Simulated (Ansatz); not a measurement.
Rock-salt LiF, relaxed in Ansatz (plane waves) with several semilocal functionals. Each gives its own volume and its own bulk modulus:

```
level   V0 (Å³/atom)  bulk modulus B0 (GPa)   ln V0   ln B0
------  ------------  ---------------------  ------  ------
LDA            7.465                  86.76  2.0102  4.4631
r²SCAN         7.940                  77.36  2.0719  4.3485
PBE            8.414                  67.13  2.1299  4.2066
```

Question: Fit a straight line to ln B0 against ln V0. What does it predict for PBEsol, whose volume is 8.045 Å³/atom?

Answer: With x = ln V0 and y = ln B0: means 2.07067 and 4.33940; Σ(Δx Δy) = -0.01533, Σ(Δx²) = 0.007166, so the slope is -2.14. At x = 2.0851 the line gives y = 4.33940 + (-2.14) × (2.0851 − 2.07067) = 4.3085, or 74.33 GPa. The run with PBEsol gives 72.11 GPa, -3.0 % from the line. The rows used scatter about it by up to 1.2 %, while the largest value lies 29 % above the smallest. For comparison, PBE's own equation of state has B′ = 4.2, the slope −d ln B/d ln V at a fixed functional; the two needn't agree, since functionals also differ at one volume.

Measured: 76.3 GPa (measured, 0 K value with the zero-point phonon effect removed; as tabulated in Mejia-Rodriguez and Trickey (2018), arXiv:1807.09216).

Ansatz's density-functional and Hartree–Fock values are scalar-relativistic unless marked +SOC, with PAW data made under PBE.

Ansatz is a first-principles code.
